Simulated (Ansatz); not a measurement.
AlH₄SO (charge +1), closed shell: a relaxation.

in.yaml

```yaml
crystal:
  periodic: [false, false, false]
  atoms:
    - {symbol: Al, position_ang: [-0.916259, -0.273875, -0.409181]}
    - {symbol: O, position_ang: [0.165680, -0.171048, 0.996557]}
    - {symbol: S, position_ang: [1.496930, -0.093546, -0.227087]}
    - {symbol: H, position_ang: [-1.476667, -1.695407, -0.655590]}
    - {symbol: H, position_ang: [-1.194160, 1.105298, -0.818382]}
    - {symbol: H, position_ang: [0.618321, -0.180776, 1.856956]}
    - {symbol: H, position_ang: [1.543921, 1.195379, -0.472970]}
basis:
  gaussian: {orbitals: 6-31G}
total_charge: 1
hamiltonian: {xc: {name: CAM-B3LYP}, dispersion: d4}
relax: {f_tol: 0.002, max_steps: 5, max_displacement: 0.05}
```

Run by:

```bash
ansatz run in.yaml --threads 2 --pin off --events-out ev --progress --plain --max-ram 3481MiB
```

The run's output (Ansatz 0.2.0):

```
Functional definition: CAM-B3LYP
  name "CAM-B3LYP"
  cite "Yanai, Tew & Handy, Chem. Phys. Lett. 393, 51 (2004) doi:10.1016/j.cplett.2004.06.011"
  cite "Iikura, Tsuneda, Yanai & Hirao, J. Chem. Phys. 115, 3540 (2001) doi:10.1063/1.1383587"
  cite "Becke, Phys. Rev. A 38, 3098 (1988) doi:10.1103/PhysRevA.38.3098"
  cite "Lee, Yang & Parr, Phys. Rev. B 37, 785 (1988) doi:10.1103/PhysRevB.37.785"
  cite "Vosko, Wilk & Nusair, Can. J. Phys. 58, 1200 (1980) doi:10.1139/p80-159"
  parameter alpha = 0.19
  parameter beta = 0.46
  parameter omega = 0.33/bohr
  parameter ac = 0.81
  # Exact exchange under (alpha + beta erf(omega r))/r, Becke's under what is left of 1/r.
  exchange = (1 - alpha - beta)*b88_x + beta*b88_x_sr(omega) + alpha*exact_x + beta*exact_x_lr(omega)
  correlation = (1 - ac)*vwn5_c + ac*lyp_c
535 factors; integrals over basis functions are off by at most 1.6e-4 eV
252 factors; integrals over basis functions are off by at most 6.2e-7 eV
mean field evaluation 1: about -19524.6690 eV, gradient 6.5e1 eV
mean field evaluation 2: about -19515.1272 eV, gradient 9.5e1 eV
mean field evaluation 4: about -19532.1909 eV, gradient 2.0e0 eV
mean field evaluation 8: about -19532.2332 eV, gradient 3.8e-2 eV
mean field -19532.23321965 eV, -717.7963313989 hartree, gradient 5.6e-5 eV, S^2 0.000000; 0 other end points of the search recorded, 0 dependent functions left out
the calculation of the forces begins
reference -19532.23333240 eV, -717.7963355424 hartree; 20, 20 occupied and 23, 23 virtual orbitals, 535 factors
relax step   1: F+E_penalty+E_count = -19532.32480035 eV  Δ(F+E_penalty+E_count) = +0.000e0 eV  max|allowed force component| = 2.843e0 eV/Å  Δτ_max = 0.0000 Å  (25 SCF iters, accepted)
these checks for a lower state are left out or cut short: starts, cluster_reference, orbital_swaps, neighbouring_geometries, increment
535 factors; integrals over basis functions are off by at most 1.7e-4 eV
252 factors; integrals over basis functions are off by at most 6.3e-7 eV
mean field evaluation 16: about -19532.5834 eV, gradient 2.6e0 eV
mean field -19532.64005265 eV, -717.8112822360 hartree, gradient 1.5e-5 eV, S^2 0.000000; 0 other end points of the search recorded, 0 dependent functions left out
the calculation of the forces begins
reference -19532.64016645 eV, -717.8112864180 hartree; 20, 20 occupied and 23, 23 virtual orbitals, 535 factors
relax step   2: F+E_penalty+E_count = -19532.73117350 eV  Δ(F+E_penalty+E_count) = -4.064e-1 eV  max|allowed force component| = 1.981e0 eV/Å  Δτ_max = 0.0487 Å  (29 SCF iters, accepted)
these checks for a lower state are left out or cut short: starts, cluster_reference, orbital_swaps, neighbouring_geometries, increment
535 factors; integrals over basis functions are off by at most 1.7e-4 eV
252 factors; integrals over basis functions are off by at most 6.4e-7 eV
mean field -19532.86658726 eV, -717.8196072294 hartree, gradient 1.5e-5 eV, S^2 0.000000; 0 other end points of the search recorded, 0 dependent functions left out
the calculation of the forces begins
reference -19532.86670204 eV, -717.8196114474 hartree; 20, 20 occupied and 23, 23 virtual orbitals, 535 factors
relax step   3: F+E_penalty+E_count = -19532.95725694 eV  Δ(F+E_penalty+E_count) = -2.261e-1 eV  max|allowed force component| = 1.094e0 eV/Å  Δτ_max = 0.0487 Å  (30 SCF iters, accepted)
these checks for a lower state are left out or cut short: starts, cluster_reference, orbital_swaps, neighbouring_geometries, increment
535 factors; integrals over basis functions are off by at most 1.7e-4 eV
252 factors; integrals over basis functions are off by at most 6.8e-7 eV
mean field evaluation 32: about -19532.9871 eV, gradient 1.2e-1 eV
mean field -19532.98720155 eV, -717.8240397227 hartree, gradient 1.5e-5 eV, S^2 0.000000; 0 other end points of the search recorded, 0 dependent functions left out
the calculation of the forces begins
reference -19532.98731704 eV, -717.8240439668 hartree; 20, 20 occupied and 23, 23 virtual orbitals, 535 factors
relax step   4: F+E_penalty+E_count = -19533.07736962 eV  Δ(F+E_penalty+E_count) = -1.201e-1 eV  max|allowed force component| = 4.908e-1 eV/Å  Δτ_max = 0.0486 Å  (30 SCF iters, accepted)
these checks for a lower state are left out or cut short: starts, cluster_reference, orbital_swaps, neighbouring_geometries, increment
535 factors; integrals over basis functions are off by at most 1.8e-4 eV
252 factors; integrals over basis functions are off by at most 7.0e-7 eV
mean field -19533.05270672 eV, -717.8264469933 hartree, gradient 1.8e-5 eV, S^2 0.000000; 0 other end points of the search recorded, 0 dependent functions left out
the calculation of the forces begins
reference -19533.05282269 eV, -717.8264512552 hartree; 20, 20 occupied and 23, 23 virtual orbitals, 535 factors
relax step   5: F+E_penalty+E_count = -19533.14235147 eV  Δ(F+E_penalty+E_count) = -6.498e-2 eV  max|allowed force component| = 2.365e-1 eV/Å  Δτ_max = 0.0487 Å  (30 SCF iters, accepted)
Error: geometry relaxation did not converge after 5 steps: max|allowed force component| = 2.37e-1 eV/Å (threshold 2.0e-3). Raise `relax.max_steps` over both its present limit and 5, loosen `relax.f_tol`, or start from a geometry closer to equilibrium. Where this run's directory can be resumed (`checkpoint.write`), a resume goes on for up to `relax.max_steps` more
```

The lines “mean field evaluation” count trial sets of orbitals through the whole run, from several starts and some on an approximate energy, so they need not fall steadily or lie above the final value.

The run took about 11 s on 2 CPU threads (shared host).


The run did not converge within its limit.